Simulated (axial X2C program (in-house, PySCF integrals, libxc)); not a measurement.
# Potential curves of CH, 2c in a model world with the speed of light multiplied by 1.5

All values were computed with an axial X2C code built on PySCF integrals. Two-component (2c) means X2C with spin–orbit coupling and atomic mean-field two-electron Coulomb and Gaunt terms; the speed of light was multiplied by 1.5, so these are model numbers, not those of the real molecule. Basis: C dyall-v3z [7s6p2d1f], H dyall-v3z [6s2p1d] (cores contracted in-house); Gaussian nuclei, density fitting, unrestricted open shells. Masses: C 12.000 u, H 1.008 u.

State: Ω = 1/2 (⟨Sz⟩ = -0.50, ⟨Lz⟩ = 1.00 at HF). Energies in kJ/mol from the fragments at the same level (C + H). Fits are polynomials in 1 − R0/R over 0.85 to 1.23 times the lowest point R0.

| R (Å) | HF | PW91 | BLYP |
| --- | --- | --- | --- |
| 0.9788 | -199.63 | -300.20 | -302.74 |
| 1.0237 | -218.96 | -322.49 | -324.43 |
| 1.0575 | -226.97 | -332.93 | -334.51 |
| 1.0913 | -230.42 | -338.96 | -340.25 |
| 1.1250 | -230.10 | -341.34 | -342.41 |
| 1.1644 | -225.86 | -340.39 | -341.27 |
| 1.2038 | -218.26 | -336.20 | -336.97 |
| 1.2544 | -204.70 | -327.16 | -327.89 |
| 1.3162 | -183.96 | -312.02 | -312.88 |
| 1.4062 | -148.66 | -284.87 | -286.14 |

The state is one determinant whose occupation by symmetry is held fixed; it was picked as the lowest of a PBE0 search that is not exhaustive. Dissociation energies refer to the lowest single-determinant-based atoms at the same level and basis. Density functionals use the spin component along the axis (collinear). In 2c an atomic determinant is not the ground J level, so De misses part of the atomic spin–orbit lowering. This holds for PW91, BLYP. PBE0 can misorder states that lie within some tenths of an eV, so this need not be the ground state of the molecule. The nearest other 2c determinant of the search, Ω = 3/2, lies 0.00 eV up at the distance of the search. The functionals have no current-density term, which raises determinants with orbital currents, atoms included.

(1) What are Re, ωe and De at the HF level?

(2) Fit the PW91 curve near its minimum: give the equilibrium distance, the harmonic wavenumber and the well depth.

(3) Fit the BLYP curve near its minimum: give the equilibrium distance, the harmonic wavenumber and the well depth.

## Answers

(1) At HF, 2c: Re = 1.105 Å, ωe ≈ 3040 cm⁻¹, De = 2.39 eV to C + H; Be follows as 14.9 cm⁻¹.

(2) At PW91, 2c: Re = 1.134 Å, ωe ≈ 2740 cm⁻¹, De = 3.54 eV to C + H; Be follows as 14.1 cm⁻¹.

(3) At BLYP, 2c: Re = 1.132 Å, ωe ≈ 2730 cm⁻¹, De = 3.55 eV to C + H; Be follows as 14.1 cm⁻¹.
